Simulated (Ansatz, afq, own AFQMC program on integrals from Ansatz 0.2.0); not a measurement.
Two steps: Ansatz 0.2.0 writes the Fock matrix and Cholesky factors of the valence space, and afq projects on them the lowest state that overlaps trial and start.

```yaml
crystal:
  periodic: [false, false, false]
  atoms:
    - {symbol: Ga, position_ang: [0.000005, -0.234232, 2.267188]}
    - {symbol: Ga, position_ang: [0.000002, -0.517286, -0.343278]}
    - {symbol: Ge, position_ang: [0.000005, -0.211670, -2.766518]}
    - {symbol: H, position_ang: [-0.000013, 0.963189, 0.842608]}
basis:
  gaussian: {orbitals: cc-pVDZ}
magnetization: {spin_polarized: true, initial_magnetization: 3}
correlation: {method: ccsd_t, electrons: outside_noble_gas, hamiltonian_folder: ham}
```

```sh
$ ansatz run in.yaml --threads 1 --pin off --events-out ev --progress --plain --max-ram 1382MiB
```

Options of the walk:

```
--method phaseless --trial cisd --walkers 60 --populations 1 --least-time 40 --time-step 0.005 --steps-per-block 50 --equilibration-blocks 28 --max-blocks 300 --target-error 0.0004 --factor-cut 1e-05 --start spin_pure --seed 3145 --release-times 0.24,0.51,0.99,1.62,2.4 --release-step 0.03 --release-every 4 --taylor-order 6
```

Times are imaginary, in 1/Eh. The walk had a cap of 2083 s. Filled inner d shells are frozen with the cores.

afq prints:

```
orbitals 44  electrons 7 4  factors 366 of 1013
reference energy -5922.30063929 Eh
CCSD correlation -0.19733605 Eh in 16 cycles, weight of the determinant in the CISD state 0.8064
energy of the start -5922.495365 Eh
 block  time / (1/Eh)  mean weight  energy / Eh
     1     0.250  1.0003  -5922.492736
     2     0.500  1.0010  -5922.493441
     3     0.750  1.0020  -5922.495714
     4     1.000  1.0017  -5922.498386
     5     1.250  0.9976  -5922.498292
     8     2.000  0.9999  -5922.501800
    17     4.250  0.9995  -5922.501577
    41    10.250  0.9997  -5922.506879
    65    16.250  0.9996  -5922.506336
    89    22.250  1.0005  -5922.507732
   113    28.250  0.9987  -5922.500562
   137    34.250  0.9997  -5922.506402
   161    40.250  1.0001  -5922.514947
   185    46.250  1.0012  -5922.504211
   209    52.250  0.9995  -5922.503320
   233    58.250  0.9998  -5922.516459
   257    64.250  1.0003  -5922.509143
   281    70.250  0.9995  -5922.503743
   305    76.250  1.0016  -5922.509046
   321    80.250  1.0012  -5922.502299
blocks merged  error / Eh  count
     1  0.000255  300
     2  0.000327  150
     4  0.000412  75
     8  0.000508  37
    16  0.000587  18
    32  0.000506  9
released: time / (1/Eh)  energy / Eh  error  mean overlap
  0.24  -5922.508083  0.000544  1.0007
  0.51  -5922.508463  0.000712  0.9964
  0.99  -5922.508750  0.000582  1.0078
  1.62  -5922.509037  0.000576  1.0219
  2.40  -5922.509402  0.000698  1.0234
energy -5922.508391 +/- 0.000587 Eh
(rows thinned)
```

The run passed its tests (sampling time, drift between the halves within three errors, error under three times the target), which doesn't prove that it has relaxed. The second half of the sampling lies above the first by 1.6 errors of their difference, so the energy may still be moving and its error bar be too small.

Against this walk (error 16.0 meV) on the same determinant: CCSD(T) 44.9 meV higher, CCSDT(Q) 36.7 meV lower. The error is statistical and leaves out the bias of the constraint. None of these is a sure reference here. Released to 2.40 1/Eh the energy moves by -27 ± 25 meV (both errors), within twice the noise.

Cautions: constraint bias not in the error; error above the target (16.0 against 10.9 meV); no relativity below Rb; no spin-orbit coupling; inner d shell frozen; lower spins were not checked; unrestricted determinant slightly spin contaminated (⟨S²⟩ 3.82 against 3.75).

The walk took 11 min on 1 thread of Intel(R) Xeon(R) 6975P-C (Granite Rapids), on a shared host. The log's last line is the phaseless energy.

CCSDT and higher add their correlation energy to the determinant of the CCSD(T) run, since their own runs factorise the integrals more tightly (a shift of under 2 meV).
